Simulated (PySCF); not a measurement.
**MgCl: from constants to spectrum**

UHF-CCSD(T) constants of MgCl, ²Σ⁺ (doublet), unpaired electrons σ ↑ (basis Mg pcseg-1, Cl pcseg-1; no relativity; PySCF 2.14; masses 23.9850 and 34.9689 u):

* ωe: 412.7 cm⁻¹
* ωexe: 1.6 cm⁻¹
* Be: 0.22645 cm⁻¹
* αe: 0.00143 cm⁻¹
* D (centrifugal): 2.73e-07 cm⁻¹
* De to Mg + Cl: 2.58 eV

(1) Give the vibrational terms G(v) and spacings up to v = 6.

(2) How well does the Morse estimate ωe²/(4ωexe) reproduce De, and what is D0?

Correlated steps freeze 6 core orbitals. Correlated levels converge slowly with the basis: in double zeta they bind strong bonds too weakly, by up to about 1 eV, and carry superposition errors of some tenths. The state was picked by a PBE0 search and need not be the measured ground state.

Results:

(1) G(v) = ωe(v+½) − ωexe(v+½)².

```csv
v,G(v) (cm⁻¹),G(v) − G(v−1),Bv (cm⁻¹)
0,205.9,,0.2257
1,615.4,409.5,0.2243
2,1021.8,406.3,0.2229
3,1424.9,403.1,0.2214
4,1824.7,399.9,0.2200
5,2221.4,396.7,0.2186
6,2614.9,393.5,0.2172
```

(2) It gives 3.30 eV, 128 % of the computed De. D0 = De − G(0) = 2.58 − 0.03 = 2.55 eV.
